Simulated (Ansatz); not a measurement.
A calculation with Ansatz (development build ahead of 0.2.0).

```yaml
crystal:
  periodic: [false, false, false]
  atoms:
    - { symbol: C, position_ang: [0.0, 0.0, -1.33806] }
    - { symbol: C, position_ang: [0.0, 0.0, 0.23163] }
    - { symbol: C, position_ang: [0.0, 0.0, 1.53927] }
    - { symbol: H, position_ang: [0.0, -1.10976, -1.76545] }
    - { symbol: H, position_ang: [-0.96108, 0.55488, -1.76545] }
    - { symbol: H, position_ang: [0.96108, 0.55488, -1.76545] }
    - { symbol: H, position_ang: [0.0, 0.0, 2.69926] }
basis:
  gaussian: { orbitals: cc-pVDZ }
hamiltonian:
  xc: hf
correlation:
  method: mp2
  frozen_orbitals: { C: 1, H: 0 }
```

The input is written out in the form of the current development build from the run's settings.

Output:

- Converged: yes
- Reference energy: -115.82047 hartree
- Correlation energy: -0.42000 hartree
- Total energy: -116.24046 hartree
- Spin squared of the determinant: 0.000

Caution: no unrestricted run beside it, a lower state can exist.
